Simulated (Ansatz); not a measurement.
# Energy profile

The step: CH₆BN ([CH3][BH][NH2]) → BNH₂ ([BH][NH]) + CH₄; bonds formed: C2–H4; bonds broken: B1–C2, N3–H4 (atoms numbered as in the saddle structure below).

```json
{"atom": "B1", "x (Å)": "-0.6257", "y (Å)": "-0.0681", "z (Å)": "-0.5555"}
{"atom": "C2", "x (Å)": "0.4271", "y (Å)": "0.5740", "z (Å)": "0.7641"}
{"atom": "N3", "x (Å)": "-0.0975", "y (Å)": "-1.2251", "z (Å)": "-0.9727"}
{"atom": "H4", "x (Å)": "0.5451", "y (Å)": "-0.5151", "z (Å)": "0.0647"}
{"atom": "H5", "x (Å)": "-1.5287", "y (Å)": "0.6974", "z (Å)": "-0.7269"}
{"atom": "H6", "x (Å)": "1.3470", "y (Å)": "0.1631", "z (Å)": "1.2084"}
{"atom": "H7", "x (Å)": "0.6864", "y (Å)": "1.5460", "z (Å)": "0.3478"}
{"atom": "H8", "x (Å)": "-0.3014", "y (Å)": "0.6550", "z (Å)": "1.5691"}
{"atom": "H9", "x (Å)": "-0.4524", "y (Å)": "-1.8273", "z (Å)": "-1.6991"}
```

Electronic energies by CCSD(T) at an estimated basis limit (MP2 extrapolated from triple and quadruple zeta, plus CCSD(T) − MP2 in triple zeta), on PBE0-D4/def2-TZVP structures; CH$_{6}$BN, singlet; no counterpoise correction. Program: Ansatz 0.2.0. Basis: def2-TZVPP and def2-QZVPP. Cores are frozen in the correlated methods. Extrapolation: Hartree–Fock as exp(−7.88 √X), correlation as X^−2.97.

**Question.** Give the profile in kJ/mol, counted from the start structure. (To be estimated.)

**Answer.** The calculation gives:
| point | kJ/mol |
| --- | --- |
| start structure | 0.0 |
| saddle | 340.9 |
| end structure | 132.8 |
| separated: BNH$_{2}$ (linked as [BH][NH]; B1, N3, H5, H9; singlet) + CH$_{4}$ (C2, H4, H6, H7, H8; singlet) | 135.2 |

No T1 diagnostic of these runs exceeds 0.017.

For scale, one of the runs: CCSD(T)/def2-TZVPP, 177 basis functions, launched by `ansatz run in.yaml --threads 2 --pin off --events-out ev --progress --plain --max-ram 4352MiB`. Time: 16 s of wall clock on 2 CPU threads of an Intel Xeon Platinum 8488C; the host was shared. Peak host memory: 1.7 GiB.
